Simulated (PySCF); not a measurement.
C₃FN₂ (charge -1).
Cartesian coordinates in Å at the PBE0-D3(BJ)/def2-SVP level; atoms count from 1:
```xyz
6
C3FN2 angstrom
N     -2.2739   -0.8117   -0.0654
C     -1.2282   -0.2717   -0.0588
C      0.0016    0.3720   -0.0523
F      0.0014    1.7491   -0.2118
C      1.2307   -0.2536    0.1058
N      2.2746   -0.7802    0.2394
```

Computed with TDDFT CAM-B3LYP/def2-SVPD, vertical, gas phase, core orbitals frozen in the response (PySCF 2.14.0, density-fitted response routines). The geometry's basis has no diffuse functions, a weakness for an anion.

Each state is given a Gaussian of 0.3 eV full width at half maximum, with ε(max) = 2.175×10⁸ f / Δν̃ (Δν̃ the width in cm⁻¹). The width is an assumption, not a result. The curve ends short of the highest state used, and states not computed would add to its high-energy end.

```
E (eV)  ε (L mol⁻¹ cm⁻¹)
  2.53                 0
  2.67                 1
  2.80                10
  2.94                26
  3.07                22
  3.21                 6
  3.34                 1
  3.47                 0
  3.61                 0
  3.74                 0
  3.88                 0
  4.01                 0
  4.15                 0
  4.28                 1
  4.41                 8
  4.55                20
  4.68                15
  4.82                 4
  4.95                 0
  5.09                 0
  5.22                 0
  5.35                10
  5.49               431
  5.62              4867
  5.76             20665
  5.89             26887
  6.03             11377
  6.16              2051
  6.29               279
  6.43                29
  6.56                 2
  6.70                 0
  6.83                 0
  6.96                 1
  7.10                13
  7.23                45
```

Question: Locate the maxima and give the states behind the curve.

Answer: 415 nm (2.99 eV), ε about 28, made up of S1 (100%); 271 nm (4.58 eV), ε about 21, made up of S2 (100%); 212 nm (5.86 eV), ε about 28000, made up of S4 (100%) (ε in L mol⁻¹ cm⁻¹; maxima over ε = 5, shares over 10%). At its high-energy end, 7.23 eV, the curve is still rising (ε about 45, from S7). The states used: S1 2.98 eV (f 0.0003); S2 4.58 eV (f 0.0002); S3 5.40 eV (f 0.0000); S4 5.86 eV (f 0.308); S5 6.03 eV (f 0.0000); S6 6.13 eV (f 0.0045); S7 7.32 eV (f 0.0007); S8 7.37 eV (f 0.0000); S9 7.77 eV (f 0.0000); S10 7.83 eV (f 0.0055).

Question: Coming from long wavelengths, where does ε first pass 100 L mol⁻¹ cm⁻¹?

Answer: At about 228 nm (5.43 eV), 2.45 eV above S1.

Question: Does any computed singlet lie in the visible range?

Answer: S1 lies in the visible range (380 to 750 nm), at 415 nm, dark in the vertical dipole picture (f under 0.0005); light of that wavelength is violet, and its complementary colour is yellow-green; a Tamm–Dancoff triplet lies at 473 nm, without intensity as long as spin–orbit coupling is left out.

Question: On this curve, what absorbance would a 10⁻⁵ mol/L sample give at 193 nm over a 1 cm path?

Answer: 193 nm is 6.424 eV, where ε is about 32 L mol⁻¹ cm⁻¹, so A = ε c l ≈ 0.00032 (Beer–Lambert, with the gas-phase spectrum and the assumed width).

The vertical detachment energy is 3.06 eV (ΔSCF), so S2 and higher lie in the continuum; a finite Gaussian basis only mimics such states.
